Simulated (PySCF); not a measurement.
# Simulated absorption spectrum

Tetrahydrothiophen-3-one, C4H6OS.
SMILES: `O=C1CCSC1`

The calculation used TDDFT CAM-B3LYP/def2-SVPD, vertical, gas phase, core orbitals frozen in the response in PySCF 2.14.0, density-fitted response routines. One conformer (not necessarily the lowest) at the GFN2-xTB geometry, without solvent, vibrations or thermal averaging.

Computed states:

```tsv
state	E (eV)	f
S1	4.37	0.0003
S2	5.17	0.0009
S3	5.39	0.0017
S4	6.23	0.032
S5	6.62	0.0076
S6	7.08	0.041
S7	7.27	0.015
S8	7.40	0.0004
```

Each state is given a Gaussian of 0.3 eV full width at half maximum, with ε(max) = 2.175×10⁸ f / Δν̃ (Δν̃ the width in cm⁻¹). The width is an assumption, not a result. The curve ends short of the highest state used, and states not computed would add to its high-energy end.

(1) What does the envelope look like, and where are its maxima?

(2) Coming from long wavelengths, where does ε first pass 100 L mol⁻¹ cm⁻¹?

(3) On this curve, what absorbance would a 10⁻³ mol/L sample give at 222 nm over a 1 cm path?

Answers

(1) 
E (eV), ε (L mol⁻¹ cm⁻¹) and a bar:
```
     3.92          0 
     4.04          1 
     4.17          7 
     4.29         19 
     4.42         21 
     4.54          9 
     4.67          1 
     4.79          1 
     4.92         13 
     5.04         53 #
     5.17        116 #
     5.30        167 ##
     5.42        159 ##
     5.55         69 #
     5.67         14 
     5.80         10 
     5.92        146 ##
     6.05       1042 ############
     6.17       2540 ##############################
     6.30       2476 #############################
     6.42       1139 #############
     6.55        711 ########
     6.67        662 ########
     6.80        605 #######
```

Maxima: 284 nm (4.37 eV), ε about 23, made up of S1 (100%); 232 nm (5.35 eV), ε about 170, made up of S2 (16%) and S3 (84%); 199 nm (6.23 eV), ε about 2800, made up of S4 (100%); 188 nm (6.60 eV), ε about 720, made up of S5 (93%) (hardly more than a shoulder) (ε in L mol⁻¹ cm⁻¹; maxima over ε = 5, shares over 10%). At its high-energy end, 6.80 eV, the curve is still rising (ε about 610, from S5 and S6).

(2) At about 241 nm (5.14 eV), 0.77 eV above S1.

(3) 222 nm is 5.585 eV, where ε is about 47 L mol⁻¹ cm⁻¹, so A = ε c l ≈ 0.047 (Beer–Lambert, with the gas-phase spectrum and the assumed width).
